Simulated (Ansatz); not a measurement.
# Several solutions for singlet NH

```xyz
2

N     0.0000    0.0000    0.0000
H     0.0000    0.0000    1.5600
```

Basis set: 6-31G (spherical functions). Charge 0, multiplicity 1.

PBE0 (unrestricted) was run from several starts with Ansatz (development build ahead of 0.2.0).

| run | program | start | converged | energy (hartree) | <S²> |
| --- | --- | --- | --- | --- | --- |
| A | Ansatz | search for the lowest state | yes | -55.05037 | 1.00 |
| B | Ansatz | atomic start, no search | yes | -54.98272 | 0.00 |
| C | Ansatz | stability test followed | yes | -55.05037 | 1.00 |

Task: Which runs reached the lowest solution of this kind, and what is wrong with the others?

Result: A, C reached the lowest solution found. Converged but too high: B by 1.84 eV. Convergence only shows a stationary point, and even a stable one can lie too high; stability tests and further starts are what find lower ones. Caution: another spin multiplicity may lie lower. Caution: the unrestricted determinant is a mixture of spin states.
